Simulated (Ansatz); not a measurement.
hcp Re was calculated with PBEsol+SOC (Ansatz, a first-principles code, plane waves, PAW).

Run with plane-wave cutoff 520 eV, 24×24×12 k mesh (along the axes of the cell as run), Fermi–Dirac smearing 0.05 eV, PAW data made under PBE.

Energies at three volumes about the minimum:

| V (Å³/atom) | E − E_lowest (meV/atom) |
|---|---|
| 14.282 | 7.30 |
| 14.573 | 0.00 |
| 14.865 | 6.78 |

Problem. Fit a parabola by hand: where is the minimum, and what is the bulk modulus?

Solution. Slopes: (0.00 − 7.30)/(14.573 − 14.282) = -25.086 and (6.78 − 0.00)/(14.865 − 14.573) = 23.219 meV/Å³. Curvature E″ = 2 × (23.219 − (-25.086))/(14.865 − 14.282) = 165.712 meV/Å⁶. From the middle of the first interval, the slope vanishes at V0 = 14.4275 − (-25.086)/165.712 = 14.579 Å³/atom. B = V0 E″ = 14.579 × 165.712 meV/Å³ × 0.1602 GPa per meV/Å³ = 387 GPa. The full Birch–Murnaghan fit to all volumes gives V0 = 14.573 Å³/atom and B0 = 387 GPa.

Shape and atoms are relaxed at each volume.

Measured, for comparison: bulk modulus 369 GPa (zero-point energy and finite temperature contributions removed, sources range from 369 to 381; as tabulated in doi:10.1021/acs.jctc.3c00612); equilibrium volume per atom 14.62 Å³/atom (copied from a table, unchecked, extrapolated to 0 K and zero-point effects removed; as tabulated in Lejaeghere et al. (2013), arXiv:1204.2733). Computed less measured: bulk modulus +4.9 % (+1.6 % to +4.9 % over the range), equilibrium volume per atom not scored (unchecked).
